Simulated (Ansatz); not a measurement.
BCl3, charge -1, doublet, geometry from GFN2-xTB (a state made from the parent by changing its charge; the spin is typed, not shown lowest) (a gas-phase anion, which may not be bound at this level); MP2/STO-3G (Ansatz, a first-principles code).

Input for Ansatz:
Ansatz 0.2 input:
```yaml
crystal:
  periodic: [false, false, false]
  atoms:
    - {symbol: B, position_ang: [0.00409589, 0.01392452, 0.00870572]}
    - {symbol: Cl, position_ang: [1.75461390, -0.24874663, -0.43087965]}
    - {symbol: Cl, position_ang: [-0.68171649, -0.74958120, 1.51644082]}
    - {symbol: Cl, position_ang: [-1.07410209, 0.99423238, -1.08812167]}
basis:
  gaussian:
    orbitals: STO-3G
total_charge: -1
magnetization: {spin_polarized: true, initial_magnetization: 1}
correlation: {method: mp2}
```

What does Ansatz print? Leave out banner, timings and long lists.


```
Functional definition: HF
358 factors; integrals over basis functions are off by at most 2.3e-5 eV
mean field evaluation 1: about -37766.9252 eV, gradient 1.4e1 eV
mean field evaluation 2: about -37767.0224 eV, gradient 1.4e1 eV
mean field evaluation 4: about -37769.9869 eV, gradient 4.5e0 eV
mean field evaluation 8: about -37769.9874 eV, gradient 4.5e0 eV
mean field evaluation 16: about -37773.1486 eV, gradient 1.3e-4 eV
mean field -37773.14855207 eV, -1388.1376057288 hartree, gradient 1.1e-6 eV, S^2 0.768085; 1 other end points of the search recorded, 0 dependent functions left out
16 core orbitals not correlated
reference -37773.14855207 eV, -1388.1376057288 hartree; 13, 12 occupied and 3, 4 virtual orbitals, 358 factors
second order -0.99897771 eV of doubles, -0.00000000 eV of singles
Total energy: -37774.14752978 eV, -1388.1743174827 hartree
```
